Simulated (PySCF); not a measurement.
**SO₂²⁺: breathing scan**

Method: PySCF, r2SCAN, basis S def2-TZVP, O def2-TZVP (no relativity, density fitting).

Rigid scan from the singlet minimum (S–O 1.408 Å (×2); O–S–O 180.0°). Coordinate: all bonds to the central atom scaled together. Energies in kJ/mol from the minimum.

```csv
scale of all bonds to the centre,E (kJ/mol)
0.88,296.1
0.92,114.5
0.96,25.0
1.00,0.0
1.04,19.2
1.08,67.9
1.14,173.3
1.22,340.1
1.35,609.2
```

At long bonds a restricted determinant can lie too high, and another spin state can fall below this curve.

Other isomers or separated fragments may lie lower.

The scan took 14 s on 2 threads of a shared Arm Neoverse V2 host; the process peaked at 0.81 GiB. Launch command: `OMP_NUM_THREADS=2 python axn.py task.json out`.
